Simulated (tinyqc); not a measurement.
CIS on RHF in the sto-6g basis, frozen core, for LiH, spin multiplicity 1, step by step. Computed by tinyqc, a small Python program that keeps every step (integrals from PySCF). Settings: charge = 0, multiplicity = 1, basis = sto-6g, method = RHF, frozen orbitals = 1, energy threshold = 1e-10, iteration cap = 83, orthogonalisation = canonical, start = atomic densities, DIIS depth = 6. Command: `OMP_NUM_THREADS=1 python tinyqc.py 26086 26087 out.jsonl` (the two numbers bound the seeds that draw the settings). One thread of a shared host (Intel(R) Xeon(R) Processor @ 2.60GHz), about 0.1 s of CPU time with the checks. The early iterations of the SCF are left out here.

## One-electron integrals

Geometry (angstrom):
```
atom       x       y       z
Li    0.0000  0.0000  0.0000
H     0.0000  0.0000  2.0170
```

Basis sto-6g: exponents (1/bohr^2) and contraction coefficients of normalised primitives:
```
element  l (shell)  exponent  coefficient
Li           s (1)  167.1758       0.0092
Li           s (1)   30.6515       0.0494
Li           s (1)    8.5752       0.1685
Li           s (1)    2.9458       0.3706
Li           s (1)    1.1439       0.4165
Li           s (1)    0.4711       0.1303
Li           s (2)    6.5976      -0.0133
Li           s (2)    1.3058      -0.0470
Li           s (2)    0.4059      -0.0338
Li           s (2)    0.1561       0.2502
Li           s (2)    0.0678       0.5951
Li           s (2)    0.0311       0.2407
Li           p (3)    6.5976       0.0038
Li           p (3)    1.3058       0.0377
Li           p (3)    0.4059       0.1739
Li           p (3)    0.1561       0.4180
Li           p (3)    0.0678       0.4259
Li           p (3)    0.0311       0.1017
H            s (1)   35.5232       0.0092
H            s (1)    6.5131       0.0494
H            s (1)    1.8221       0.1685
H            s (1)    0.6260       0.3706
H            s (1)    0.2431       0.4165
H            s (1)    0.1001       0.1303
```

Overlap, kinetic and nuclear-attraction integrals over the contracted functions; the nuclear repulsion is the sum of Za Zb / Rab.

nuclear repulsion = 0.787076 hartree

overlap S:
```
         1Li 1s  1Li 2s  1Li 2px  1Li 2py  1Li 2pz   2H 1s
1Li 1s   1.0000  0.2357   0.0000   0.0000   0.0000  0.0276
1Li 2s   0.2357  1.0000   0.0000   0.0000   0.0000  0.2977
1Li 2px  0.0000  0.0000   1.0000   0.0000   0.0000  0.0000
1Li 2py  0.0000  0.0000   0.0000   1.0000   0.0000  0.0000
1Li 2pz  0.0000  0.0000   0.0000   0.0000   1.0000  0.4158
2H 1s    0.0276  0.2977   0.0000   0.0000   0.4158  1.0000
```

kinetic energy T (hartree):
```
          1Li 1s   1Li 2s  1Li 2px  1Li 2py  1Li 2pz    2H 1s
1Li 1s    3.6167  -0.1107   0.0000   0.0000   0.0000  -0.0100
1Li 2s   -0.1107   0.1065   0.0000   0.0000   0.0000   0.0193
1Li 2px   0.0000   0.0000   0.3200   0.0000   0.0000   0.0000
1Li 2py   0.0000   0.0000   0.0000   0.3200   0.0000   0.0000
1Li 2pz   0.0000   0.0000   0.0000   0.0000   0.3200   0.0686
2H 1s    -0.0100   0.0193   0.0000   0.0000   0.0686   0.7685
```

nuclear attraction V (hartree):
```
          1Li 1s   1Li 2s  1Li 2px  1Li 2py  1Li 2pz    2H 1s
1Li 1s   -8.3295  -0.8902   0.0000   0.0000  -0.0107  -0.1097
1Li 2s   -0.8902  -1.4481   0.0000   0.0000  -0.0979  -0.4879
1Li 2px   0.0000   0.0000  -1.4228   0.0000   0.0000   0.0000
1Li 2py   0.0000   0.0000   0.0000  -1.4228   0.0000   0.0000
1Li 2pz  -0.0107  -0.0979   0.0000   0.0000  -1.4985  -0.6911
2H 1s    -0.1097  -0.4879   0.0000   0.0000  -0.6911  -2.0263
```

core Hamiltonian H = T + V (hartree):
```
          1Li 1s   1Li 2s  1Li 2px  1Li 2py  1Li 2pz    2H 1s
1Li 1s   -4.7128  -1.0009   0.0000   0.0000  -0.0107  -0.1196
1Li 2s   -1.0009  -1.3415   0.0000   0.0000  -0.0979  -0.4685
1Li 2px   0.0000   0.0000  -1.1028   0.0000   0.0000   0.0000
1Li 2py   0.0000   0.0000   0.0000  -1.1028   0.0000   0.0000
1Li 2pz  -0.0107  -0.0979   0.0000   0.0000  -1.1785  -0.6225
2H 1s    -0.1196  -0.4685   0.0000   0.0000  -0.6225  -1.2578
```

## Two-electron integrals

Functions are numbered as in S; the eight-fold symmetry (ij|kl) = (ji|kl) = (kl|ij) leaves the list below.

Two-electron integrals (ij|kl) in chemists' order, unique and non-zero (hartree):
```
(11|11) 1.6812   (21|11) 0.2426   (21|21) 0.0445   (22|11) 0.3972
(22|21) 0.0903   (22|22) 0.2906   (31|31) 0.0094   (32|31) 0.0143
(32|32) 0.0642   (33|11) 0.3972   (33|21) 0.0903   (33|22) 0.2906
(33|33) 0.3131   (41|41) 0.0094   (42|41) 0.0143   (42|42) 0.0642
(43|43) 0.0169   (44|11) 0.3972   (44|21) 0.0903   (44|22) 0.2906
(44|33) 0.2794   (44|44) 0.3131   (51|51) 0.0094   (52|51) 0.0143
(52|52) 0.0642   (53|53) 0.0169   (54|54) 0.0169   (55|11) 0.3972
(55|21) 0.0903   (55|22) 0.2906   (55|33) 0.2794   (55|44) 0.2794
(55|55) 0.3131   (61|11) 0.0279   (61|21) 0.0050   (61|22) 0.0104
(61|33) 0.0103   (61|44) 0.0103   (61|51) 0.0007   (61|52) 0.0014
(61|55) 0.0107   (61|61) 0.0006   (62|11) 0.0955   (62|21) 0.0222
(62|22) 0.0793   (62|33) 0.0748   (62|44) 0.0748   (62|51) 0.0037
(62|52) 0.0244   (62|55) 0.0881   (62|61) 0.0031   (62|62) 0.0403
(63|31) 0.0015   (63|32) 0.0078   (63|53) 0.0034   (63|63) 0.0023
(64|41) 0.0015   (64|42) 0.0078   (64|54) 0.0034   (64|64) 0.0023
(65|11) 0.1259   (65|21) 0.0294   (65|22) 0.1083   (65|33) 0.1008
(65|44) 0.1008   (65|51) 0.0057   (65|52) 0.0378   (65|55) 0.1231
(65|61) 0.0042   (65|62) 0.0597   (65|65) 0.0893   (66|11) 0.2622
(66|21) 0.0617   (66|22) 0.2431   (66|33) 0.2222   (66|44) 0.2222
(66|51) 0.0105   (66|52) 0.0896   (66|55) 0.2847   (66|61) 0.0089
(66|62) 0.1608   (66|65) 0.2458   (66|66) 0.7750
```

## Orthogonalisation

S = U s U^T; canonical form X = U s^(-1/2), so that X^T S X = 1. Each column of U has its largest component positive (the first on a tie).

eigenvalues of S: 0.4750  0.8081  1.0000  1.0000  1.1764  1.5405

X:
```
               1        2       3        4        5       6
1Li 1s    0.2502   0.7706  0.0000   0.0000   0.6061  0.1944
1Li 2s   -0.6729  -0.6013  0.0000   0.0000   0.4767  0.3825
1Li 2px   0.0000   0.0000  0.4067   0.9136   0.0000  0.0000
1Li 2py   0.0000   0.0000  0.9136  -0.4067   0.0000  0.0000
1Li 2pz  -0.7829   0.4822  0.0000   0.0000  -0.4653  0.4158
2H 1s     0.9885  -0.2225  0.0000   0.0000  -0.1974  0.5405
```

Within a degenerate level the vectors are fixed only up to a rotation; this is one choice.

## Iteration 8 (converged): orbitals

converged F (hartree):
```
          1Li 1s   1Li 2s  1Li 2px  1Li 2py  1Li 2pz    2H 1s
1Li 1s   -2.4000  -0.6195   0.0000   0.0000   0.0136  -0.0741
1Li 2s   -0.6195  -0.1949   0.0000   0.0000  -0.0724  -0.2115
1Li 2px   0.0000   0.0000   0.1603   0.0000   0.0000   0.0000
1Li 2py   0.0000   0.0000   0.0000   0.1603   0.0000   0.0000
1Li 2pz   0.0136  -0.0724   0.0000   0.0000   0.0413  -0.2063
2H 1s    -0.0741  -0.2115   0.0000   0.0000  -0.2063  -0.0949
```

Diagonalise F' = X^T F X, C = X C', fill 2 alpha and 2 beta electrons from the bottom; D = 2 C_occ C_occ^T. Each column has its largest component positive (the first on a tie).

F' = X^T F X (hartree):
```
         1        2       3       4        5        6
1   0.3850  -0.2316  0.0000  0.0000  -0.1984  -0.0925
2  -0.2316  -0.8515  0.0000  0.0000  -1.1012  -0.3704
3   0.0000   0.0000  0.1603  0.0000   0.0000   0.0000
4   0.0000   0.0000  0.0000  0.1603   0.0000   0.0000
5  -0.1984  -1.1012  0.0000  0.0000  -1.2346  -0.5076
6  -0.0925  -0.3704  0.0000  0.0000  -0.5076  -0.4485
```

orbital energies (hartree): MO1 -2.4014, MO2 -0.2489, MO3 0.0729, MO4 0.1603, MO5 0.1603, MO6 0.4278

coefficients C:
```
             MO1      MO2      MO3     MO4      MO5      MO6
1Li 1s    0.9941  -0.1410  -0.2040  0.0000   0.0000   0.1092
1Li 2s    0.0239   0.4784   0.8006  0.0000   0.0000  -0.5636
1Li 2px   0.0000   0.0000   0.0000  0.8606  -0.5093   0.0000
1Li 2py   0.0000   0.0000   0.0000  0.5093   0.8606   0.0000
1Li 2pz  -0.0048   0.3341  -0.5980  0.0000   0.0000  -0.8750
2H 1s    -0.0002   0.5877  -0.1768  0.0000   0.0000   0.9905
```

D after iteration 8:
```
          1Li 1s   1Li 2s  1Li 2px  1Li 2py  1Li 2pz    2H 1s
1Li 1s    2.0161  -0.0873   0.0000   0.0000  -0.1037  -0.1660
1Li 2s   -0.0873   0.4588   0.0000   0.0000   0.3194   0.5623
1Li 2px   0.0000   0.0000   0.0000   0.0000   0.0000   0.0000
1Li 2py   0.0000   0.0000   0.0000   0.0000   0.0000   0.0000
1Li 2pz  -0.1037   0.3194   0.0000   0.0000   0.2232   0.3927
2H 1s    -0.1660   0.5623   0.0000   0.0000   0.3927   0.6908
```

Within a degenerate level the vectors are fixed only up to a rotation; this is one choice.

## Convergence

Stop when the energy changes by less than 1e-10 hartree and every element of the error matrix X^T (F D S - S D F) X is below 3e-06.

Course of the cycle:
```
iteration  E (hartree)     change  largest element of the error matrix
1            -7.728890          -                             9.68e-02
2            -7.907420  -1.79e-01                             9.66e-02
3            -7.916581  -9.16e-03                             2.91e-02
4            -7.918333  -1.75e-03                             5.61e-03
5            -7.918536  -2.03e-04                             7.02e-04
6            -7.918539  -2.96e-06                             4.48e-05
7            -7.918539  -1.39e-08                             7.36e-07
8            -7.918539  -3.36e-12                             4.98e-08
```

PySCF RHF in the same basis = -7.918539 hartree

Converged in 8 iterations.

## Integrals over molecular orbitals

(pq|rs) = sum C_ip C_jq C_kr C_ls (ij|kl), one index at a time.

one-electron integrals over orbitals h = C^T H C (hartree):
```
         1        2        3        4        5        6
1  -4.7054   0.0957   0.1654   0.0000   0.0000  -0.0552
2   0.0957  -1.3499   0.0152   0.0000   0.0000   0.0288
3   0.1654   0.0152  -1.1062   0.0000   0.0000   0.0264
4   0.0000   0.0000   0.0000  -1.1028   0.0000   0.0000
5   0.0000   0.0000   0.0000   0.0000  -1.1028   0.0000
6  -0.0552   0.0288   0.0264   0.0000   0.0000  -1.0136
```

Two-electron integrals over orbitals (pq|rs), unique and non-zero (hartree); the lowest 1 orbital is frozen and left out:
```
(22|22) 0.4621    (32|22) -0.0548   (32|32) 0.0176    (33|22) 0.2131
(33|32) 0.0126    (33|33) 0.3328    (42|42) 0.0211    (43|42) 0.0197
(43|43) 0.0416    (44|22) 0.2501    (44|32) 0.0113    (44|33) 0.2810
(44|44) 0.3131    (52|52) 0.0211    (53|52) 0.0197    (53|53) 0.0416
(54|54) 0.0169    (55|22) 0.2501    (55|32) 0.0113    (55|33) 0.2810
(55|44) 0.2794    (55|55) 0.3131    (62|22) 0.1131    (62|32) -0.0404
(62|33) -0.0199   (62|44) -0.0335   (62|55) -0.0335   (62|62) 0.1307
(63|22) -0.0544   (63|32) 0.0137    (63|33) 0.0362    (63|44) 0.0059
(63|55) 0.0059    (63|62) -0.0358   (63|63) 0.0281    (64|42) -0.0188
(64|43) -0.0127   (64|64) 0.0198    (65|52) -0.0188   (65|53) -0.0127
(65|65) 0.0198    (66|22) 0.4333    (66|32) -0.0459   (66|33) 0.2384
(66|44) 0.2617    (66|55) 0.2617    (66|62) 0.1066    (66|63) -0.0446
(66|66) 0.4301
```

## CIS matrix, singlets

A(ia,jb) = (e_a - e_i) d_ij d_ab + 2 (ia|jb) - (ij|ab).

CIS matrix A, singlet (hartree):
```
         2>3     2>4     2>5      2>6
2>3   0.1439  0.0000  0.0000  -0.0264
2>4   0.0000  0.2013  0.0000   0.0000
2>5   0.0000  0.0000  0.2013   0.0000
2>6  -0.0264  0.0000  0.0000   0.5048
```

## CIS singlet states

dipole integrals <i|r|a> (bohr):
```
           x       y        z
2>3   0.0000  0.0000  -0.6526
2>4   0.8412  0.4977   0.0000
2>5  -0.4977  0.8412   0.0000
2>6   0.0000  0.0000   1.0212
```

Diagonalise A (1 hartree = 27.211386 eV); each vector has its largest component positive (the first on a tie). The transition dipole is mu = sqrt2 sum c_ia <i|r|a>.

singlet excitation energies (eV): 3.8647  5.4768  5.4768  13.7897

lowest vectors:
```
     state 1  state 2  state 3  state 4
2>3   0.9974   0.0000   0.0000  -0.0725
2>4   0.0000   0.9570   0.2903   0.0000
2>5   0.0000  -0.2903   0.9570   0.0000
2>6   0.0725   0.0000   0.0000   0.9974
```

oscillator strengths 2/3 w |mu|^2: 0.0630  0.2564  0.2564  0.7676

Within a degenerate level the vectors are fixed only up to a rotation; this is one choice.

## CIS matrix, triplets

A(ia,jb) = (e_a - e_i) d_ij d_ab - (ij|ab).

CIS matrix A, triplet (hartree):
```
        2>3     2>4     2>5     2>6
2>3  0.1087  0.0000  0.0000  0.0544
2>4  0.0000  0.1591  0.0000  0.0000
2>5  0.0000  0.0000  0.1591  0.0000
2>6  0.0544  0.0000  0.0000  0.2435
```

## CIS triplet states

Diagonalise A (1 hartree = 27.211386 eV); each vector has its largest component positive (the first on a tie).

triplet excitation energies (eV): 2.4341  4.3291  4.3291  7.1486

lowest vectors:
```
     state 1  state 2  state 3  state 4
2>3   0.9428   0.0000   0.0000   0.3333
2>4   0.0000   0.8914   0.4532   0.0000
2>5   0.0000  -0.4532   0.8914   0.0000
2>6  -0.3333   0.0000   0.0000   0.9428
```

Within a degenerate level the vectors are fixed only up to a rotation; this is one choice.
